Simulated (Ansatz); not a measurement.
C₂H₃F₂N (`N=CC(F)F`). The species carries charge 0 and has multiplicity 1.

Cartesian coordinates in Å:
```
N 0.3018 -1.2273 0.9107
C 0.2461 -0.5151 -0.1253
C -0.3524 0.8585 -0.0349
F 0.5665 1.7743 -0.4317
F -1.4018 0.9466 -0.8903
H 0.7277 -2.1333 0.7175
H 0.6004 -0.8002 -1.1229
H -0.6883 1.0966 0.9769
```

Task: List the harmonic frequencies (cm⁻¹, unscaled) at PBE0-D4/def2-TZVP in Ansatz. (Best estimate.)

Result: The calculation gave: 97, 328, 371, 442, 625, 826, 1038, 1108, 1137, 1152, 1246, 1350, 1369, 1427, 1772, 3067, 3120, 3489.

Task: Is this a minimum?

Result: Yes, all 18 modes are real.

Task: Give the ideal-gas thermochemistry at 298.15 K and 1 bar (rigid rotor, harmonic oscillator; point group Cs, symmetry number 1).

Result: Zero-point energy 143.3 kJ/mol; H(298) − E = 158.7 kJ/mol; entropy 301.9 J/(mol·K), of which translation 163.4, rotation 106.7, vibration 31.8; G(298) − E = 68.7 kJ/mol. Modes under 100 cm⁻¹ are hindered rotations or soft bends, so the harmonic entropy is rough.
